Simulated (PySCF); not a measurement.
Gas-phase reaction: 2 Si₂H₆ + H₃SiSiCl₃ ⇌ 2 c-Si₃H₆ + 3 HCl

Computed with PySCF and rigid-rotor harmonic-oscillator thermochemistry at 1 bar. † marks an energy on the PBE0/def2-TZVP geometry and frequencies; other levels use their own. MP2 and CCSD(T) freeze the core. All species are closed-shell singlets. H₃SiSiCl₃, c-Si₃H₆: computed as isolated molecules; such fragments, hydroxides, amides, oligomers or adducts are transient or little studied in the gas. MP2 isn't extrapolated to the basis-set limit; its ΔH°(298 K) is 544.3 kJ in def2-SVP and 562.4 kJ in def2-TZVPP. CCSD(T) isn't extrapolated to the basis-set limit. The harmonic model lacks anharmonicity and excited electronic states, which grow with temperature; levels with a mode under 35 cm⁻¹ are left out. Internal rotation in Si₂H₆, H₃SiSiCl₃ is treated as a harmonic vibration of one conformer, which makes the entropy rough.

```tsv
level	ΔE electronic, kJ	ΔH°(298 K), kJ	ΔS°(298 K), J/K	ΔG°(2500 K), kJ
CCSD(T)/def2-SVP†	539	524	251	-92
MP2/def2-TZVPP†	578	562	251	-54
PBE/def2-SVP	517	502	252	-115
PBE/def2-TZVP†	509	494	251	-122
PBE0/def2-SVP†	529	514	251	-102
PBE0/def2-TZVP	534	519	251	-97
ωB97M-V/def2-TZVP†	583	568	251	-48
```
ΔH° is lowest at PBE/def2-TZVP† and highest at ωB97M-V/def2-TZVP†. No reference value is set beside these.
